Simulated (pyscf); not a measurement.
PySCF, gas phase, ωB97X-D3(BJ)/def2-SVP geometries.

**Question.** Estimate by transition-state theory the rate constant of `[Cl][GeH2][Cl]` + `[Cl][Cl]` -> `[Cl][GeH]([Cl])[Cl]` + `[ClH]` (singlet surface; Ge–H, Cl–Cl broken, Cl–Ge, Cl–H formed) at 900 K, with ωB97M-D3(BJ)/def2-TZVP energies (ideal gas, 1 atm, RRHO with modes under 100 cm⁻¹ raised to 100, one conformer, R ln 2 for rigid chiral ones; no tunnelling).

**Answer.** The electronic barrier is 68.3 kcal/mol and the thermal terms add +24.6, so ΔG‡ = 92.9 kcal/mol. With k_BT/h = 1.88e+13 s⁻¹ and RT = 1.788 kcal/mol, and a volume of 1.23e-19 cm³ per molecule at 1 atm, k = 6.4e-29 cm³ molecule⁻¹ s⁻¹. Wigner's tunnelling factor for 2062i cm⁻¹ would be 1.45, likely too low at so high a frequency. A shift of 1 kcal/mol in the barrier changes k by a factor 1.7. The same reactants have a lower exit, to Cl• + Cl• + Cl–GeH₂–Cl (no saddle counted: cutting one bond costs +58.8 kcal/mol at ωB97M-D3(BJ), against +68.3 kcal/mol here). This is the saddle that the search found; another between the same sides may lie lower. A restricted solution here is unstable towards spin polarisation, so biradical character is likely and single-reference numbers are less safe. Elements up to Kr have no core potential and no relativistic terms here.
